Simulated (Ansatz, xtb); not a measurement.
## C3H4F3+: which of two isomers lies lower

Structure X is `C[C@H](F)[C+](F)F`, a singlet and structure Y is `C[C+](F)C(F)F`, a singlet. Both are isolated ions in the gas phase, relaxed with r2SCAN-D4/def2-SVP; the shapes shown needn't be the lowest conformers.

X (Å):

```xyz
10

C    -1.0835   -1.3171    2.0594
C    -0.0376   -1.3452    0.9253
C     0.8550   -0.1760    1.0466
F     0.7157   -2.4604    0.9563
F     0.4227    0.9961    0.9493
F     2.0735   -0.2849    1.2878
H    -1.7096   -2.2077    1.9029
H    -0.5869   -1.3884    3.0368
H    -1.7128   -0.4180    2.0041
H    -0.5548   -1.2364   -0.0570
```

Y (Å):

```yaml
atoms:
  - { symbol: C, position_ang: [-0.5756, -1.8465, 2.3217] }
  - { symbol: C, position_ang: [-0.6162, -1.1269, 1.0888] }
  - { symbol: C, position_ang: [0.3877, -0.0465, 0.6879] }
  - { symbol: F, position_ang: [1.3167, -0.7892, 0.0462] }
  - { symbol: F, position_ang: [-1.4724, -1.4057, 0.2042] }
  - { symbol: F, position_ang: [0.8973, 0.4887, 1.7925] }
  - { symbol: H, position_ang: [-1.2609, -2.7028, 2.3599] }
  - { symbol: H, position_ang: [0.4810, -2.1086, 2.5441] }
  - { symbol: H, position_ang: [-0.7982, -1.1077, 3.1285] }
  - { symbol: H, position_ang: [-0.0407, 0.7206, 0.0174] }
```

Energies in hartree; the thermal terms are from r2SCAN-D4/def2-SVP harmonic frequencies (ideal gas, rigid rotor, one conformer each, 298.15 K, 1 atm) and include the zero-point energy:

|  | X | Y |
| --- | --- | --- |
| E, CCSD(T)/def2-SVP | −414.579326 | −414.575789 |
| E, MP2/def2-SVP | −414.519581 | −414.514337 |
| E, MP2/def2-TZVPP | −415.302055 | −415.296636 |
| zero-point energy | 0.068947 | 0.067323 |
| H(298 K) − E | 0.076163 | 0.074925 |
| G(298 K) − E | 0.038412 | 0.035839 |

**Question.** Correct the CCSD(T) difference for the basis set by the MP2 change, then work out ΔE, ΔE₀, ΔH and ΔG for X → Y in kJ/mol (1 Eh = 2625.50 kJ/mol) and the equilibrium ratio [Y]/[X].

**Answer.** 1. Differences Y − X: CCSD(T) +0.003537, MP2 in the small set +0.005244, MP2 in the large set +0.005419 Eh.
2. ΔE = +0.003537 + (+0.005419 − (+0.005244)) = +0.003712 Eh = +9.75 kJ/mol.
3. ΔE₀ = ΔE + ΔZPE = +0.003712 + (−0.001624) Eh = +5.48 kJ/mol.
4. ΔH = ΔE + (−0.001238) Eh = +6.50 kJ/mol.
5. ΔG = ΔE + (−0.002573) Eh = +2.99 kJ/mol, so ΔS = (ΔH − ΔG)/T = +11.8 J/(mol K).
6. kT = 0.9442 mEh, so K = [Y]/[X] = exp(−ΔG/kT) = exp(−1.21) ≈ 0.3.

The two are too close for this level to say which is favoured. An error of 4 kJ/mol in ΔG would change K by a factor of 5. HF/def2-SVP gave ΔE the other sign. Mirror images and further conformers aren't counted.

As drawn, both hold the same kinds of bond in the same numbers.

Other levels gave ΔE = +3.1 (r2SCAN-D4/def2-SVP); −3.6 (HF/def2-SVP); +13.8 (MP2/def2-SVP); +9.3 (CCSD(T)/def2-SVP) kJ/mol. The correlated steps freeze 6 core orbitals. Programs: Ansatz 0.2.0.
